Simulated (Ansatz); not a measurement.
**HS, doublet in 6-31G*: errors against full CI**

Geometry: MP2(full)/6-31G*, from the G2/97 set.

```xyz
2

S     0.0000    0.0000    0.0000
H     0.0000    0.0000    1.3444
```

Basis 6-31G* (Cartesian d functions); Ansatz 0.2.0. Only valence electrons are correlated (noble-gas cores frozen), which leaves 7 electrons in 16 orbitals. R marks a restricted (for open shells ROHF) determinant, U an unrestricted one. Active spaces: valence = (7e, 5o) chosen from the atoms' valence shells.

Full CI is exact within this basis and frozen core; it isn't the basis-set limit. The frozen core follows each run's orbitals, which can shift R against U totals by a few meV.

For open shells CISD and CISDTQ are restricted-active-space CI with the open shells as a complete middle space.

* UHF ⟨S²⟩: 0.758
* T1 diagnostic (RCCSD): 0.0134
* largest doubles amplitude (RCCSD): 0.077
* T1 diagnostic (UCCSD): 0.0075

| level | E − E(full CI) (kJ/mol) | share of correlation (%) | wall time |
| --- | --- | --- | --- |
| RHF | 327.2 | 0.00 | – |
| UHF | 317.1 | 3.11 | – |
| RMP2 | 59.9 | 81.68 | – |
| UMP2 | 60.7 | 81.46 | – |
| CISD | 17.0 | 94.82 | 0.36 s |
| RCCSD | 6.9 | 97.88 | – |
| UCCSD | 6.7 | 97.94 | – |
| RCCSD(T) | 1.3 | 99.61 | 0.31 s |
| UCCSD(T) | 1.3 | 99.61 | 0.37 s |
| BCCD(T) | 1.3 | 99.61 | 0.49 s |
| RCCSDT | 0.2 | 99.93 | – |
| UCCSDT | 0.2 | 99.94 | – |
| CISDTQ | 0.3 | 99.91 | 1.1 s |
| RCCSDT(Q) | 0.0 | 99.99 | 2.3 s |
| UCCSDT(Q) | 0.0 | 100.00 | 2 s |
| RCCSDTQ | 0.0 | 100.00 | 10 s |
| UCCSDTQ | 0.0 | 100.01 | 10 s |
| CASSCF (valence space) | 276.9 | 15.37 | – |
| NEVPT2 (valence space) | 65.5 | 79.99 | 0.19 s |
| MRCISD (valence space) | 12.0 | 96.33 | – |
| MRCISD+Q (valence space) | -0.3 | 100.10 | 0.42 s |

The correlation energy at full CI, counted from RHF, is -3.392 eV. That run took 1.7 s on 1 thread of AMD EPYC 7R13, shared host over 254,700 determinants.

Times hold each run's SCF and search for its determinant on a shared host, so for small cases they say little of a method's own cost; they ran on 1 thread of AMD EPYC 7R13.

The full-CI state has the irrep B2 of C2v, in the program's axes (one component, if the state is degenerate).

Natural occupations of full CI about the gap: 1.971 1.963 1.952 0.994 0.038 0.013 0.011 0.011 0.011 0.010; effectively unpaired electrons, Σ n²(2−n)², 1.03.

Atomization energy (electronic, same basis, no zero-point term; atoms at the same level, unrestricted beside the R rows where the molecule is a closed shell, with restricted open-shell steps beyond CCSDT(Q)) at full CI: 299.9 kJ/mol. Errors of other levels:

```json
{"level": "RHF", "error (kJ/mol)": "-64.0"}
{"level": "UHF", "error (kJ/mol)": "-63.3"}
{"level": "RMP2", "error (kJ/mol)": "-10.7"}
{"level": "UMP2", "error (kJ/mol)": "-10.2"}
{"level": "CISD", "error (kJ/mol)": "-7.4"}
{"level": "RCCSD", "error (kJ/mol)": "-2.3"}
{"level": "UCCSD", "error (kJ/mol)": "-2.4"}
{"level": "RCCSD(T)", "error (kJ/mol)": "-0.4"}
{"level": "UCCSD(T)", "error (kJ/mol)": "-0.4"}
{"level": "BCCD(T)", "error (kJ/mol)": "-0.4"}
{"level": "RCCSDT", "error (kJ/mol)": "-0.1"}
{"level": "UCCSDT", "error (kJ/mol)": "-0.1"}
{"level": "CISDTQ", "error (kJ/mol)": "-0.2"}
{"level": "RCCSDT(Q)", "error (kJ/mol)": "0.0"}
{"level": "UCCSDT(Q)", "error (kJ/mol)": "0.0"}
{"level": "RCCSDTQ", "error (kJ/mol)": "0.0"}
{"level": "UCCSDTQ", "error (kJ/mol)": "0.0"}
{"level": "CASSCF (valence space)", "error (kJ/mol)": "-13.7"}
{"level": "NEVPT2 (valence space)", "error (kJ/mol)": "-2.0"}
{"level": "MRCISD (valence space)", "error (kJ/mol)": "-1.6"}
{"level": "MRCISD+Q (valence space)", "error (kJ/mol)": "-1.1"}
```

This basis is far from its limit, so the value isn't to be set against a measured one. Truncated CI isn't size-consistent, which counts against it in atomization.
